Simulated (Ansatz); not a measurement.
This geometry of H₃OP (5 atoms, charge 0, multiplicity 1) is a first-order saddle point.

These are results of RHF/def2-TZVP in Ansatz 0.2.0, not measurements.

```xyz
5
Properties=species:S:1:pos:R:3
O 0.583 -0.715 0.712
P -0.366 0.290 -0.111
H 1.319 -1.015 0.207
H -1.398 -0.259 -0.818
H -0.088 1.625 -0.030
```

Q: Which two structures does it join? (They come from a converged band through this point; their orientation in space is the band's.)

A: No bond is made or broken. The height of P2 over the plane of its neighbours goes from 0.73 to -0.71 Å.

First end point:

```xyz
5
Properties=species:S:1:pos:R:3
O 0.346 -0.571 0.774
P 0.067 0.209 -0.628
H 1.118 -1.108 0.734
H -1.294 -0.101 -0.798
H -0.187 1.497 -0.124
```

Last end point:

```xyz
5
Properties=species:S:1:pos:R:3
O 0.669 -0.722 0.588
P -0.629 0.240 0.444
H 1.227 -0.795 -0.167
H -1.164 -0.197 -0.787
H -0.054 1.400 -0.120
```

Q: How far does it lie above each of them?

A: 2.16 eV above the first and 2.18 eV above the second. This is the barrier of this one path; another mechanism may lie lower.

The run took 88 s on 1 thread of Intel(R) Xeon(R) Processor @ 2.50GHz (Skylake/Cascade Lake), with other jobs on the host, peak memory 0.13 GiB.
